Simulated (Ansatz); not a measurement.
# AlH2P: the cost of one run

Program: Ansatz 0.2.0, Gaussian basis. Level of theory: def2-QZVPP, core rule «outside noble gas», up to 10 orbitals frozen. These are calculated values, not measurements.

Plan: UHF; ROHF; CCSD(T) on UHF.

2 further runs of the same task are left out: 2 set aside as unsound or not needed.

## Step 1: The system

The geometry is a PBE0/def2-TZVP stationary point (not a proven minimum) of the parent state, kept for this charge and spin.

4 atoms, charge 0, spin multiplicity 3.

Atoms are counted from 1 here; the program's logs count them from 0.

Bond lengths: Al1–P2 2.131 Å, Al1–H3 1.583 Å, P2–H4 1.451 Å. Angles: P2–Al1–H3 176.8°, Al1–P2–H4 75.4°.

## Step 2: UHF

Input file in.yaml:

```yaml
crystal:
  periodic: [false, false, false]
  atoms:
    - {symbol: Al, position_ang: [0.000000, 0.003348, 1.103758]}
    - {symbol: P, position_ang: [0.000000, 0.045326, -1.026381]}
    - {symbol: H, position_ang: [0.000000, -0.116866, 2.681764]}
    - {symbol: H, position_ang: [0.000000, -1.365594, -0.687779]}
basis:
  gaussian: {orbitals: "def2-QZVPP.json"}
magnetization: {spin_polarized: true, initial_magnetization: 2}
hamiltonian: {xc: hf}
output: {orbitals: {seedname: orbitals}}
```

Run with:

```console
$ ansatz run in.yaml --threads 1 --pin off --events-out ev --progress --plain --max-ram 4096MiB --backend cpu
```

**Question.** How long does this run take on 1 thread of AMD EPYC 7R13, shared host, and how much memory does it need?

About 49 s, with a peak of 0.5 GiB.
